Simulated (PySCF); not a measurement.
Gas-phase reaction: 2 S + H₂ → H₂S₂

Energies from PySCF (xtb for GFN2), thermal terms from the rigid-rotor harmonic-oscillator model, ideal gas at 1 bar. † marks an energy on the PBE0/def2-TZVP geometry and frequencies; other levels use their own. MP2 and CCSD(T) freeze the core. 6-31G* has spherical d functions here. Open shells (unrestricted): S (multiplicity 3); the rest are closed-shell singlets. GFN2 has no spin-polarisation term. Spin-orbit splitting is ignored; it lowers the true energy and changes the entropy of S. B3LYP is the form with VWN-RPA correlation. MP2 isn't extrapolated to the basis-set limit. CCSD(T) isn't extrapolated to the basis-set limit.

| level | ΔH°(298 K), kJ |
|---|---|
| B3LYP/def2-TZVP† | [?] |
| CCSD(T)/def2-SVP† | -440 |
| GFN2-xTB | -612 |
| HF/6-31G* | [?] |
| M06-2X/def2-TZVP† | -545 |
| MP2/def2-SVP† | -451 |
| MP2/def2-TZVPP† | -528 |
| PBE/def2-SVP | -562 |
| PBE0/def2-QZVP† | -557 |
| PBE0/def2-TZVP | [?] |
| LDA/def2-TZVP† | [?] |

Problem. Complete the blanks.

Solution. 
- B3LYP/def2-TZVP†, ΔH°(298 K), kJ: -520
- HF/6-31G*, ΔH°(298 K), kJ: -234
- PBE0/def2-TZVP, ΔH°(298 K), kJ: -554
- LDA/def2-TZVP†, ΔH°(298 K), kJ: -706
